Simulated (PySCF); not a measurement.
The numbers below are computed, except where a source is named.
A vibrational averaging run on nitrosyl, NO (charge +1), SMILES N#[O+]. A sound run at B3LYP/pcSseg-2 gave B0 = 60385, 60385 MHz, harmonic ZPE 1242 cm⁻¹, lowest mode 2484 cm⁻¹ and averaged shieldings -166.00, -198.69 ppm.

Input of the run in question:

```
{"job": {"xc": "B3LYP", "basis": "pcSseg-2", "grid": 2, "temperatures": [300, 700], "delta": 3.0, "kind": "iso"}, "charge": 1, "multiplicity": 1}
N      0.533336    -0.011080    -0.011950
O     -0.522309     0.016153    -0.044644
```

Command: OMP_NUM_THREADS=1 python ens_run.py task.json out

Output:

```
parent
  Be/MHz None 60640.593 60640.593
  B0/MHz None 60363.731 60363.731
  ZPE/cm-1 1241.9
  <sigma>(0 K)/ppm -166.281 -199.091
18O at atom 1
  Be/MHz None 57488.539 57488.539
  B0/MHz None 57233.535 57233.535
  ZPE/cm-1 1209.2
  <sigma>(0 K)/ppm -166.136 -198.880
```

What is doubtful here, and how much did it matter?

The setting at fault: displacement step far too large, higher-order terms enter. The isotope effects on the shieldings at 0 K read 145, 210 ppb against 130, 190 ppb in the sound run, and B0 − Be of the smallest constant -277 against -255 MHz.
